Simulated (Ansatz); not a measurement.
**CF (sextet): from Hartree-Fock to the top rungs, def2-TZVPP**

An exercise on one series of results from a longer session: the logs are not shown, and one member is left open.

Computed with Ansatz 0.2.0, Gaussian basis. Level: def2-TZVPP, core rule «outside noble gas», up to 2 orbitals frozen.

Plan: UHF; ROHF; CCSD(T) on UHF.

## The system

The geometry is a PBE0/def2-TZVP stationary point (not a proven minimum) of the parent state, kept for this charge and spin.

2 atoms, charge 0, spin multiplicity 6.

Atoms are counted from 1 here; the program's logs count them from 0.

Bond lengths: C1–F2 1.316 Å.

Coordinates:

```
C     0.00000    0.00000    0.00000
F     0.00000    0.00000    1.31590
```

The first run:

in.yaml

```yaml
crystal:
  periodic: [false, false, false]
  atoms:
    - {symbol: C, position_ang: [0.000000, 0.000000, 0.000000]}
    - {symbol: F, position_ang: [0.000000, 0.000000, 1.315900]}
basis:
  gaussian: {orbitals: def2-TZVPP}
magnetization: {spin_polarized: true, initial_magnetization: 5}
hamiltonian: {xc: hf}
output: {orbitals: {seedname: orbitals}}
```

The run is started by

```console
$ ansatz run in.yaml --threads 1 --pin off --events-out ev --progress --plain --max-ram 4096MiB --backend cpu
```

Steps of the session up to this table: UHF; ROHF; CCSD(T) on UHF.

One of the session's tables, all rows but one given; the rest of the session is left out.

```
  method  from UCCSD(T) (kJ/mol)
    ROHF                  +748.6
     UHF                       ?
    UMP2                   +68.9
   UCCSD                   +16.0
UCCSD(T)                       0
```

Estimate the missing values for UHF.

The run gave: from UCCSD(T) (kJ/mol): +729.6. In the column «from UCCSD(T) (kJ/mol)» it lies between UMP2 (+68.9) and ROHF (+748.6).
